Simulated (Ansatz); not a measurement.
System: CH5Si, charge 0, doublet. CH5Si (SMILES [SiH2]C, doublet).
B3LYP-D3(BJ)/def2-TZVP minimum from Ansatz (a quantum-chemistry and plane-wave program):
```
C
H 1 1.0909
H 1 1.0909 2 108.23
H 1 1.0938 2 108.08 3 116.82
Si 1 1.8820 2 110.96 3 -121.97
H 5 1.4873 1 111.50 2 -58.56
H 5 1.4873 6 109.34 1 123.76
```
Charge 0, spin multiplicity 2.

Hartree-Fock and CCSD correlation energies in hartree (Ansatz). Open shells are spin-unrestricted; no spin-orbit coupling. Cores are frozen in correlated methods. No relativity.

```tsv
basis	X	E(HF)	E(corr, CCSD)
cc-pV(T+d)Z	3	-329.70328	-0.32697
cc-pV(Q+d)Z	4	-329.70928	-0.34227
cc-pV(5+d)Z	5	-329.71056	withheld
```

Problem. Fit E(corr) = E∞ + A/X³ to X = 3 and 4, predict X = 5, and compare with the run.

Solution. A = (-0.32697 - (-0.34227))/(1/27 - 1/64) = 0.7146; E∞ = -0.34227 - A/64 = -0.35343; at X = 5, E∞ + A/125 = -0.34772. The run gave -0.34691, 0.81 mEh above the prediction. The same form on X = 4 and 5 gives E∞ = -0.35178, 1.66 mEh above the first estimate.
